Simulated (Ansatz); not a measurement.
Compare A (`COC(N)O`) with its isomer B (`NCC(O)O`).

Isolated molecules relaxed with PBE0-D4/def2-TZVP in Ansatz; ΔE leaves out vibrations. CBS: MP2 limit from def2 TZ/QZ plus the TZ coupled-cluster correction, frozen cores. Functionals use def2-TZVPP. B3LYP here is the variant with VWN-RPA as its local correlation; programs differ in this. Each species was taken in one conformer, which may not be the lowest.

A:

```xyz
12

C    -0.8041    1.5450   -0.2664
O     0.3697    0.7689   -0.1801
C     0.1475   -0.5394    0.2357
N     1.3719   -1.2433    0.4081
O    -0.6285   -1.1736   -0.7433
H    -1.3562    1.5306    0.6832
H    -1.4628    1.1896   -1.0631
H    -0.4948    2.5680   -0.4788
H    -0.3903   -0.5234    1.2007
H     1.8902   -0.8711    1.1935
H     1.9369   -1.1347   -0.4275
H    -0.5795   -2.1167   -0.5620
```

B:

Z-matrix (Å, degrees):
```
C
C 1 1.519
N 1 1.454 2 107.7
H 1 1.092 2 108.2 3 117.4
H 1 1.097 2 109.2 3 -125.0
O 2 1.412 1 106.3 3 71.6
O 2 1.388 1 110.7 3 -49.8
H 2 1.097 1 111.2 3 -168.5
H 3 1.010 1 111.9 2 164.0
H 3 1.012 1 110.4 2 -75.1
H 6 0.962 2 106.8 1 -165.4
H 7 0.973 2 104.3 1 35.4
```

Question: Which is lower in electronic energy at CCSD(T)/CBS, and by how much? (Estimate.)

Answer: The calculation gave: B, by 8.4 kcal/mol.

Question: Give E(B) − E(A) in kcal/mol with PBE-D4, B3LYP, r2SCAN-D4, MP2/def2-TZVPP, CCSD/def2-TZVPP, HF/def2-TZVPP, B3LYP-D4. (Best estimate.)

Answer: Ansatz gave: PBE-D4 -7.7, B3LYP -6.2, r2SCAN-D4 -6.9, MP2/def2-TZVPP -8.6, CCSD/def2-TZVPP -7.6, HF/def2-TZVPP -4.5, B3LYP-D4 -6.7. None reverses the order clearly.

Largest T1 diagnostic: 0.011.

In def2-TZVPP, CCSD(T) changes the Hartree–Fock value by −3.3 kcal/mol (the triples alone add −0.2 kcal/mol) and MP2 by −4.2 kcal/mol.
